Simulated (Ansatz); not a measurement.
Born–Oppenheimer molecular dynamics of CH₈NSi (11 atoms, charge 1, multiplicity 1). It goes on from the last frame of an earlier run, with new velocities.

Method: Ansatz, UHF/6-31G.

* ensemble: NVT, Langevin thermostat
* time step: 0.5 fs
* steps asked: 400
* set temperature: 2000 K
* friction: 0.02 /fs
* seed: 213384

Frames 5 fs apart, positions in Å, forces in eV/Å.

Velocities at 30.0 fs (Å/ps):

```
C -12.30 -7.57 -9.47
N 3.78 7.05 4.58
Si 2.97 1.37 -1.26
H -28.74 -55.14 -31.20
H 21.79 -77.12 3.23
H 44.74 26.77 19.46
H 37.99 -5.13 -0.32
H -15.40 1.27 -43.43
H -12.00 -72.74 -23.49
H -47.51 21.15 35.05
H -20.90 8.38 27.60
```

```xyz
11
Properties=species:S:1:pos:R:3:forces:R:3 time_fs=30.0 energy_less_start_eV=1.375 T=1257
C 1.595 -0.294 -0.572 -2.49 1.91 -1.13
N 0.447 -0.097 0.554 -0.86 -3.21 -5.40
Si -1.239 0.432 -0.253 -0.11 1.06 -0.15
H 2.468 -0.437 -0.099 2.80 -1.99 2.15
H 1.385 -1.066 -1.393 -0.08 1.72 1.85
H 1.849 0.752 -0.904 -1.46 -1.26 -0.62
H 0.702 0.637 1.070 1.71 2.57 3.61
H 0.127 -0.954 0.997 1.44 0.59 0.59
H -2.033 -0.410 0.657 -0.51 -0.28 -0.58
H -1.643 1.910 -0.021 0.72 -1.11 -0.21
H -0.700 0.095 -1.595 -1.17 -0.01 -0.12
11
Properties=species:S:1:pos:R:3:forces:R:3 time_fs=35.0 energy_less_start_eV=1.107 T=1507
C 1.534 -0.303 -0.610 3.20 -2.23 3.71
N 0.473 -0.084 0.531 0.81 1.70 -0.93
Si -1.225 0.436 -0.250 -1.94 1.24 1.33
H 2.472 -0.806 -0.060 -1.98 1.85 -0.97
H 1.300 -1.203 -1.197 -0.79 1.71 -0.71
H 1.860 0.694 -0.947 -0.70 -1.25 -0.70
H 0.911 0.579 1.234 -1.22 -1.91 -0.98
H 0.147 -0.969 0.883 1.09 0.01 1.01
H -2.116 -0.585 0.433 0.39 0.50 -0.34
H -1.802 1.896 -0.037 1.13 -1.48 -0.05
H -0.880 0.091 -1.577 0.01 -0.14 -1.37
11
Properties=species:S:1:pos:R:3:forces:R:3 time_fs=40.0 energy_less_start_eV=1.548 T=1148
C 1.491 -0.326 -0.572 -2.58 1.07 -3.54
N 0.521 -0.050 0.484 -1.21 -1.88 0.96
Si -1.244 0.424 -0.243 1.47 -3.51 -3.17
H 2.261 -0.850 -0.198 3.15 -1.15 1.20
H 0.899 -1.035 -1.149 1.04 0.30 -0.88
H 1.751 0.551 -1.197 -0.10 -0.86 0.89
H 0.929 0.260 1.306 0.75 3.45 1.33
H 0.449 -0.956 0.914 -1.52 -1.09 -0.58
H -2.123 -0.579 0.228 -0.74 -0.83 1.22
H -1.610 1.704 -0.155 -0.59 3.71 0.76
H -1.112 -0.030 -1.779 0.31 0.79 1.81
11
Properties=species:S:1:pos:R:3:forces:R:3 time_fs=45.0 energy_less_start_eV=1.549 T=1107
C 1.443 -0.361 -0.570 3.44 -0.17 -5.24
N 0.535 -0.032 0.461 -1.37 -1.87 3.87
Si -1.268 0.387 -0.263 0.40 2.75 -0.58
H 2.369 -1.012 -0.290 -2.11 1.74 -0.32
H 0.808 -0.876 -1.272 0.69 -1.28 -0.12
H 1.720 0.460 -1.294 0.30 -0.39 1.96
H 0.891 0.563 1.250 -0.68 -0.73 -1.59
H 0.469 -1.018 0.830 -0.77 1.99 0.80
H -2.232 -0.590 0.193 -0.39 0.00 1.48
H -1.262 2.012 -0.160 -0.32 -2.38 0.18
H -1.288 -0.088 -1.651 0.81 0.33 -0.45
11
Properties=species:S:1:pos:R:3:forces:R:3 time_fs=50.0 energy_less_start_eV=1.065 T=1289
C 1.435 -0.374 -0.630 -1.72 -1.62 -0.92
N 0.519 -0.053 0.480 -1.38 3.29 -2.82
Si -1.292 0.376 -0.267 0.52 2.05 0.12
H 2.228 -0.997 -0.380 1.38 -0.57 1.00
H 0.835 -0.943 -1.334 0.44 0.07 -0.16
H 1.758 0.477 -1.116 0.70 1.74 -0.66
H 0.744 0.812 0.978 0.31 -1.66 0.54
H 0.236 -0.843 0.920 0.40 -2.42 3.11
H -2.283 -0.521 0.408 0.33 0.73 0.55
H -0.973 1.948 -0.051 -1.32 -1.93 -0.37
H -1.294 -0.157 -1.632 0.34 0.32 -0.37
11
Properties=species:S:1:pos:R:3:forces:R:3 time_fs=55.0 energy_less_start_eV=1.594 T=1331
C 1.435 -0.414 -0.696 2.22 -0.30 1.66
N 0.475 -0.086 0.475 -3.33 -1.76 1.31
Si -1.297 0.377 -0.273 0.16 -3.67 -0.72
H 2.267 -1.044 -0.264 -0.94 1.15 -0.78
H 1.007 -1.012 -1.541 -0.06 1.23 1.28
H 1.827 0.624 -0.958 -0.55 -2.10 -0.20
H 0.666 0.776 0.934 1.22 0.42 -0.15
H 0.158 -0.683 1.342 2.24 0.29 -3.04
H -2.161 -0.261 0.668 -0.89 -0.50 0.41
H -0.961 1.593 0.043 0.06 5.40 0.57
H -1.287 -0.033 -1.664 -0.15 -0.13 -0.34
11
Properties=species:S:1:pos:R:3:forces:R:3 time_fs=60.0 energy_less_start_eV=1.815 T=1427
C 1.462 -0.459 -0.716 -1.72 -0.46 2.10
N 0.397 -0.121 0.479 3.55 1.84 -0.96
Si -1.296 0.336 -0.274 -0.30 2.74 3.85
H 2.232 -0.984 -0.273 1.10 -1.90 0.68
H 1.114 -0.889 -1.645 -0.64 0.08 0.66
H 1.863 0.461 -0.783 1.23 3.12 -1.64
H 0.763 0.787 0.901 -0.90 -1.34 -1.53
H 0.589 -0.647 1.310 -1.10 -1.78 -0.37
H -2.045 -0.215 0.958 -0.31 -0.01 -1.65
H -1.019 1.889 0.228 -0.92 -1.81 -1.36
H -1.406 0.173 -1.733 0.03 -0.49 0.21
11
Properties=species:S:1:pos:R:3:forces:R:3 time_fs=65.0 energy_less_start_eV=2.442 T=926
C 1.493 -0.480 -0.714 2.61 1.61 0.76
N 0.382 -0.131 0.447 4.32 -4.82 -3.41
Si -1.304 0.315 -0.255 0.85 4.48 0.38
H 2.377 -1.155 -0.309 -2.71 1.30 -0.89
H 1.046 -0.800 -1.625 -0.30 -0.74 -0.04
H 1.962 0.514 -0.914 -0.37 -1.18 -0.01
H 0.694 0.748 0.655 1.06 2.14 2.28
H 0.804 -0.901 1.032 -2.71 1.83 0.46
H -1.992 -0.245 0.790 -2.17 -1.29 1.27
H -1.051 2.001 0.204 -0.73 -2.75 -1.09
H -1.459 0.239 -1.727 0.15 -0.57 0.31
11
Properties=species:S:1:pos:R:3:forces:R:3 time_fs=70.0 energy_less_start_eV=1.288 T=1912
C 1.556 -0.451 -0.685 -3.18 -0.10 -3.44
N 0.433 -0.164 0.350 2.48 2.61 -1.11
Si -1.315 0.332 -0.222 -1.86 -5.78 -0.82
H 2.215 -1.225 -0.403 0.66 -0.20 0.89
H 0.965 -0.840 -1.561 1.21 0.23 0.83
H 2.021 0.447 -1.060 0.24 0.05 0.67
H 0.678 0.821 0.715 0.00 -3.28 0.88
H 0.521 -0.997 0.900 -0.61 0.84 1.55
H -2.284 -0.520 0.650 0.91 0.79 -0.86
H -1.237 1.600 0.018 0.08 5.38 1.41
H -1.390 0.197 -1.689 0.06 -0.53 0.00
11
Properties=species:S:1:pos:R:3:forces:R:3 time_fs=75.0 energy_less_start_eV=1.512 T=1793
C 1.577 -0.419 -0.711 0.38 -1.97 -0.37
N 0.496 -0.193 0.247 -2.88 -0.46 5.67
Si -1.309 0.353 -0.199 -2.12 1.16 -0.56
H 2.096 -1.348 -0.399 0.87 1.71 0.27
H 1.061 -0.844 -1.504 -0.72 -0.12 -2.18
H 2.123 0.460 -1.081 -0.20 -0.67 1.10
H 0.678 0.352 1.084 1.40 1.33 -0.88
H 0.247 -1.009 0.877 1.00 -0.14 -2.24
H -2.457 -0.607 0.468 1.97 1.32 -0.34
H -1.456 1.964 0.097 0.37 -2.44 -0.26
H -1.271 -0.035 -1.618 -0.07 0.29 -0.20
11
Properties=species:S:1:pos:R:3:forces:R:3 time_fs=80.0 energy_less_start_eV=1.292 T=1812
C 1.574 -0.464 -0.775 -0.72 0.23 -0.42
N 0.527 -0.228 0.271 -3.65 -1.99 2.82
Si -1.319 0.377 -0.195 2.23 3.44 -3.37
H 2.135 -1.226 -0.303 1.10 -0.81 -0.59
H 1.109 -0.807 -1.762 1.00 0.89 1.89
H 2.163 0.447 -0.806 -0.16 -0.33 -0.72
H 0.895 0.069 1.189 0.11 0.50 -1.36
H 0.074 -1.143 0.564 1.73 0.84 -0.73
H -2.181 -0.528 0.326 -1.74 -2.04 1.94
H -1.634 1.912 0.153 0.69 -1.96 -0.54
H -1.071 -0.179 -1.646 -0.59 1.23 1.08
11
Properties=species:S:1:pos:R:3:forces:R:3 time_fs=85.0 energy_less_start_eV=1.994 T=1684
C 1.556 -0.515 -0.813 2.64 2.21 2.53
N 0.497 -0.288 0.350 1.77 -1.67 -2.76
Si -1.331 0.410 -0.230 1.52 -4.79 1.09
H 2.240 -1.250 -0.359 -0.88 -0.47 -1.22
H 1.202 -0.642 -1.801 -0.60 -0.56 -0.30
H 2.201 0.354 -0.742 -0.34 0.32 -0.86
H 1.220 -0.037 1.084 -2.96 -0.81 -0.32
H 0.213 -1.284 0.224 0.07 1.10 2.80
H -1.984 -0.784 0.514 -0.04 1.20 -0.73
H -1.712 1.635 0.181 -0.63 3.14 0.83
H -0.928 0.018 -1.553 -0.55 0.35 -1.04
```

Of the whole run (200 fs, mean temperature of the second half 1777 K): The mean temperature of the second half is 11 % below the set value. A run of 0.2 ps of so small a system gives no equilibrium averages. Limits of this set-up: no polarisation functions, the dipole of an ion depends on the origin.

Time of the run: 9.5 min on 1 thread of Intel(R) Xeon(R) Platinum 8259CL CPU @ 2.50GHz (Skylake/Cascade Lake), with other jobs on the host, peak memory 0.12 GiB.
